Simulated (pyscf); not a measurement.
Single points on ωB97X-D3(BJ)/def2-SVP structures (PySCF, gas phase).

**Question.** For the elementary gas-phase step `[ClH]` + `[CH3][Ga][Cl]` [doublet] -> `[Cl][Ga][Cl]` [doublet] + `[CH4]` (doublet surface; Cl–H, C–Ga broken, Cl–Ga, C–H formed), what barrier and reaction energy does ωB97M-D3(BJ)/def2-TZVP give, measured from the separated reactants?

**Answer.** ΔE‡ = 54.3 kJ/mol, ΔE = -133.5 kJ/mol. Zero-point energy shifts the barrier by +0.4 kJ/mol. It is a four-centre exchange, with an imaginary mode of 1182i cm⁻¹. On the reactant side the descent ends in a complex (not fully relaxed), 29.1 kJ/mol under the separated species and 77.5 kJ/mol under the saddle at ωB97X-D3(BJ)/def2-TZVP. One saddle was located; it need not be the lowest between these sides. Elements up to Kr have no core potential and no relativistic terms here.
